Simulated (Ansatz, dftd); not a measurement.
System: C2H4, charge 0, singlet. C2H4 (SMILES C=C).
B3LYP-D3(BJ)/def2-TZVP minimum from Ansatz (a quantum-chemistry and plane-wave program):
```xyz
6

C     -0.0012    -0.0058     0.6623
C      0.0012     0.0058    -0.6623
H      0.0167     0.9104     1.2401
H     -0.0212    -0.9321     1.2238
H      0.0212     0.9321    -1.2238
H     -0.0167    -0.9104    -1.2401
```

Property: atomisation energy (electronic, to ground-state atoms), in kJ/mol. Radicals and triplets start from unrestricted determinants; spin-orbit coupling is neglected. Cores are frozen in correlated methods. Rows without X2C or -DK are non-relativistic. CBS(X,Y): correlation extrapolated as X^-3, Hartree-Fock from the larger set (Q,5: extrapolated as (X+1)exp(-9√X)). A bracket is a step between two methods taken in the basis named. Functionals run without relativity, which enters their misses. Double hybrids freeze cores in their MP2 part. 'core' is core correlation in cc-pwCVTZ, 'X2C' scalar relativity in cc-pVTZ-DK, both at CCSD(T). For partners of very few electrons the exact lower level stands in for a higher one.

| level | program | atomisation energy (kJ/mol) | difference against the last row |
|---|---|---|---|
| PBE/def2-TZVPD | Ansatz | 2389.0 | 30.7 |
| CAM-B3LYP-D3(BJ)/def2-TZVPD | Ansatz + dftd3 | 2363.4 | 5.1 |
| CAM-B3LYP-D4/def2-TZVPD | Ansatz + dftd4 | 2363.3 | 5.0 |
| B2PLYP-D4/def2-TZVPD | Ansatz + dftd4 | 2335.8 | -22.5 |
| B2PLYP/def2-TZVPD | Ansatz | 2332.3 | -26.0 |
| B2GP-PLYP-D4/def2-TZVPD | Ansatz + dftd4 | 2326.4 | -31.9 |
| MP2/cc-pVDZ | Ansatz | 2207.2 | -151.1 |
| MP2/cc-pVQZ | Ansatz | 2349.0 | -9.3 |
| CCSD/CBS(cc-pVQZ,cc-pV5Z) | Ansatz | 2318.6 | -39.7 |
| CCSD(T)/cc-pV5Z | Ansatz | 2342.0 | -16.3 |
| CCSD(T)/CBS(cc-pVQZ,cc-pV5Z) + core + X2C | Ansatz | 2358.0 | -0.3 |
| CCSDT(Q)/cc-pVTZ | Ansatz | 2305.2 | -53.1 |
| CCSD(T)/CBS(cc-pVQZ,cc-pV5Z) + [CCSDT(Q) - CCSD(T)]/cc-pVDZ + core + X2C | Ansatz | 2359.5 | 1.2 |
| CCSD(T)/CBS(cc-pVQZ,cc-pV5Z) + [CCSDT(Q) - CCSD(T)]/cc-pVTZ + [CCSDTQ - CCSDT(Q)]/cc-pVDZ + core + X2C | Ansatz | 2358.3 | 0.0 |
